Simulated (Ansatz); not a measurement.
## Strength of the C–H bond: C3H6F2 → C3H5F2 + H

Species: C3H6F2 `CC(F)CF`, singlet; C3H5F2 `C[C](F)CF`, doublet; H atom, doublet. 

Shapes, held fixed at every level: PBE0-D4/def2-TZVP. Flexible molecules stand in one conformer, not always the lowest. Programs: Ansatz 0.2.0. The zero-point and thermal change to 298 K, harmonic and unscaled (PBE0-D4/def2-TZVP), is -29.2 kJ/mol.

Task: Estimate ΔH(298 K) of this reaction.

Result: The highest level, CCSD(T)/CBS estimate, gives ΔH(298 K) = +412.9 kJ/mol; the levels span +309.5 to +423.0. The column of differences is taken from that level and isn't an error. Hartree–Fock misses the correlation of the pair that is broken and comes out low. No measured value is set beside it here. Open shells run unrestricted unless RO is named. The CBS estimate extrapolates MP2 from def2-TZVPP and def2-QZVPP and adds CCSD(T) − MP2 in the triple-zeta set, cores frozen.

```json
{"level": "HF/def2-SVP", "kind": "Hartree–Fock", "ΔH(298 K) (kJ/mol)": "+310.3", "less CCSD(T)/CBS estimate": "-102.6"}
{"level": "HF/def2-TZVPP", "kind": "Hartree–Fock", "ΔH(298 K) (kJ/mol)": "+309.5", "less CCSD(T)/CBS estimate": "-103.4"}
{"level": "SPW92/def2-TZVPP", "kind": "LDA", "ΔH(298 K) (kJ/mol)": "+423.0", "less CCSD(T)/CBS estimate": "+10.1"}
{"level": "PBE-D4/def2-TZVPP", "kind": "GGA", "ΔH(298 K) (kJ/mol)": "+378.1", "less CCSD(T)/CBS estimate": "-34.8"}
{"level": "B3LYP-D4/def2-TZVPP", "kind": "global hybrid", "ΔH(298 K) (kJ/mol)": "+391.7", "less CCSD(T)/CBS estimate": "-21.2"}
{"level": "B2PLYP/def2-TZVPP", "kind": "double hybrid", "ΔH(298 K) (kJ/mol)": "+395.9", "less CCSD(T)/CBS estimate": "-17.0"}
{"level": "MP2/def2-SVP", "kind": "perturbation theory", "ΔH(298 K) (kJ/mol)": "+392.1", "less CCSD(T)/CBS estimate": "-20.8"}
{"level": "CCSD(T)/CBS estimate", "kind": "coupled cluster or CI", "ΔH(298 K) (kJ/mol)": "+412.9", "less CCSD(T)/CBS estimate": "0.0"}
```
